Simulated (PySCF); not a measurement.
Geometry:
| atom | x (Å) | y (Å) | z (Å) |
| --- | --- | --- | --- |
| F1 | -1.088 | 0.823 | -1.581 |
| C2 | -1.246 | 0.434 | -0.285 |
| C3 | -0.654 | -0.831 | 0.204 |
| C4 | 0.671 | -1.087 | -0.505 |
| C5 | 1.196 | 0.287 | -0.019 |
| C6 | -0.132 | 0.546 | 0.682 |
| H7 | -2.243 | 0.683 | 0.090 |
| H8 | -1.243 | -1.580 | 0.740 |
| H9 | 0.597 | -1.229 | -1.594 |
| H10 | 1.229 | -1.929 | -0.073 |
| H11 | 2.031 | 0.188 | 0.688 |
| H12 | 1.471 | 1.017 | -0.795 |
| H13 | -0.256 | 1.044 | 1.648 |

Geometry: PBE0-D3(BJ)/def2-SVP; GIAO shifts from PySCF, gas phase, non-relativistic, averaged over equivalent atoms.

At HF/pcSseg-1 (137 basis functions, 8.9 s wall time on 1 thread of an Arm Neoverse N1, shared host):
```json
{"atoms": "F1", "δ (ppm)": "-215.2"}
{"atoms": "C2", "δ (ppm)": "66.4"}
{"atoms": "C4/C5", "δ (ppm)": "16.5"}
{"atoms": "C3/C6", "δ (ppm)": "16.0"}
{"atoms": "H7", "δ (ppm)": "4.12"}
{"atoms": "H10/H11", "δ (ppm)": "2.05"}
{"atoms": "H9/H12", "δ (ppm)": "1.78"}
{"atoms": "H8/H13", "δ (ppm)": "1.44"}
```

References, each an isolated molecule treated in the same way: $^{19}$F (246.35 ppm) vs CFCl3; TMS for $^{13}$C (190.85 ppm), $^{1}$H (31.69 ppm).

What do these become at CAM-B3LYP/pcSseg-1?

## Answers


```json
{"atoms": "F1", "δ at CAM-B3LYP/pcSseg-1": "-248.3", "change": "-33.1"}
{"atoms": "C2", "δ at CAM-B3LYP/pcSseg-1": "77.2", "change": "+10.8"}
{"atoms": "C4/C5", "δ at CAM-B3LYP/pcSseg-1": "18.1", "change": "+1.6"}
{"atoms": "C3/C6", "δ at CAM-B3LYP/pcSseg-1": "21.3", "change": "+5.3"}
{"atoms": "H7", "δ at CAM-B3LYP/pcSseg-1": "4.33", "change": "+0.21"}
{"atoms": "H10/H11", "δ at CAM-B3LYP/pcSseg-1": "2.08", "change": "+0.03"}
{"atoms": "H9/H12", "δ at CAM-B3LYP/pcSseg-1": "1.83", "change": "+0.05"}
{"atoms": "H8/H13", "δ at CAM-B3LYP/pcSseg-1": "1.53", "change": "+0.09"}
```

Scale: $^{19}$F (189.10 ppm) against CFCl3; TMS for $^{13}$C (182.45 ppm), $^{1}$H (31.33 ppm) (reference shieldings calculated alike).

The largest change is at F1 (fluorine on an sp3 carbon). Cost: 137 basis functions, 13 s wall time on 1 thread of an Arm Neoverse V2, shared host. The order of the carbon signals changes between the two levels.

Unscaled 19F shifts against computed CFCl3 carry errors that often reach 10 to 50 ppm.
